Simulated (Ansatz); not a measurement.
## PH$_{3}$⁺, doublet in cc-pVDZ: errors against full CI

Geometry: a point of a stretch scan, not a stationary point.

```xyz
4

P    -0.0255   -0.0003   -0.0400
H     2.1896    0.0235    0.5712
H    -0.7159    1.1665    0.3271
H    -0.6916   -1.1802    0.3304
```

Basis cc-pVDZ; Ansatz 0.2.0. Correlated methods freeze the noble-gas cores, which leaves 7 electrons in 28 orbitals. Prefix R: restricted or restricted open-shell reference; prefix U: unrestricted. Active spaces: pair = (3e, 3o) about the gap; valence = (7e, 7o) chosen from the atoms' valence shells.

Full CI is exact within this basis and frozen core; it isn't the basis-set limit. The frozen core follows each run's orbitals, which can shift R against U totals by a few meV.

Unrestricted rows (U) aren't spin-pure: their determinants' ⟨S²⟩ exceeds S(S+1) by up to 0.41, so they mix in states of higher spin. For open shells CISD is restricted-active-space CI with the open shells as a complete middle space.

* UHF ⟨S²⟩: 1.160
* T1 diagnostic (RCCSD): 0.0225
* largest doubles amplitude (RCCSD): 0.155
* T1 diagnostic (UCCSD): 0.0928

| level | E − E(full CI) (kJ/mol) | share of correlation (%) | wall time |
| --- | --- | --- | --- |
| RHF | 419.2 | 0.00 | – |
| UHF | 369.6 | 11.82 | – |
| RMP2 | 108.6 | 74.09 | – |
| UMP2 | 129.2 | 69.18 | – |
| CISD | 40.7 | 90.28 | 0.39 s |
| RCCSD | 17.2 | 95.89 | – |
| UCCSD | 19.6 | 95.31 | – |
| RCCSD(T) | 4.1 | 99.02 | 0.94 s |
| UCCSD(T) | 7.1 | 98.31 | 1.9 s |
| BCCD(T) | 4.0 | 99.04 | 0.82 s |
| RCCSDT | 0.7 | 99.83 | – |
| UCCSDT | 0.9 | 99.78 | – |
| RCCSDT(Q) | 0.1 | 99.97 | 3.9 s |
| UCCSDT(Q) | 0.2 | 99.96 | 5.5 s |
| RCCSDTQ | 0.0 | 100.00 | 20 s (H100) |
| UCCSDTQ | 0.0 | 99.99 | 17 s (H100) |
| CASSCF (pair space) | 304.4 | 27.37 | – |
| NEVPT2 (pair space) | 71.3 | 82.98 | 0.27 s |
| MRCISD (pair space) | 18.7 | 95.54 | – |
| MRCISD+Q (pair space) | 0.7 | 99.83 | 0.39 s |
| CASSCF (valence space) | 213.3 | 49.12 | – |
| NEVPT2 (valence space) | 58.7 | 85.99 | 1 s |
| MRCISD (valence space) | 10.3 | 97.55 | – |
| MRCISD+Q (valence space) | 1.8 | 99.58 | 1.5 s |

The correlation energy at full CI, counted from RHF, is -4.344 eV. That run took 13 s on 2 threads of AMD EPYC 7R13 with a shared H100 80 GB, shared host over 33,540,030 determinants.

Times hold each run's SCF and search for its determinant on a shared host, so for small cases they say little of a method's own cost; rows without a card ran on 1 thread of AMD EPYC 7R13. Some runs computed forces too.

The full-CI state has the irrep A' of Cs, in the program's axes.

Natural occupations of full CI about the gap: 1.961 1.948 1.824 0.985 0.163 0.029 0.027 0.011 0.010 0.010; effectively unpaired electrons, Σ n²(2−n)², 1.22.
